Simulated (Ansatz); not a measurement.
Born–Oppenheimer molecular dynamics of H7NSi (9 atoms, charge 0, multiplicity 1). It starts from a rough guess of a transition structure, not a stationary point.

Theory: UHF/def2-SVP (Ansatz 0.2.0).

| Item | Value |
| --- | --- |
| ensemble | NVE (velocity Verlet) |
| time step | 0.5 fs |
| steps asked | 150 |
| starting velocities drawn for | 300 K |
| seed | 121584 |

First frame:

```xyz
9
Properties=species:S:1:pos:R:3
Si -0.009 -0.050 0.955
H 1.539 0.058 -0.104
H 0.478 -1.343 1.404
H -1.458 -0.117 1.271
H 0.391 1.220 1.540
H 1.000 0.076 -0.926
N -0.329 0.046 -1.139
H -0.823 0.869 -1.456
H -0.788 -0.760 -1.543
```

Q: How far do the bonds stretch over the last three quarters of this one trajectory? (Pairs bonded in most of those frames.)

A: 
```csv
bond,mean (Å),spread (Å),shortest,longest
Si1–H2,1.534,0.133,1.34,1.90
Si1–H3,1.509,0.046,1.42,1.59
Si1–H4,1.524,0.065,1.42,1.63
Si1–H5,1.491,0.023,1.45,1.53
H6–N7,1.009,0.030,0.96,1.06
N7–H8,1.011,0.011,0.99,1.03
N7–H9,1.014,0.030,0.96,1.06
```

Mean temperature of the second half: 2960 K. The conserved energy stayed within 0.34 meV per atom of its start (net change -0.27 meV per atom), so the integration is sound. The system heated up, since it started high on the potential surface and ran downhill. A run of 0.075 ps of so small a system gives no equilibrium averages. The orbitals stay closed-shell, which can raise the energy where a bond breaks towards radicals; this wasn't checked here.

The run took 100 s on 1 thread of Arm Neoverse V1, with other jobs on the host, peak memory 0.12 GiB.
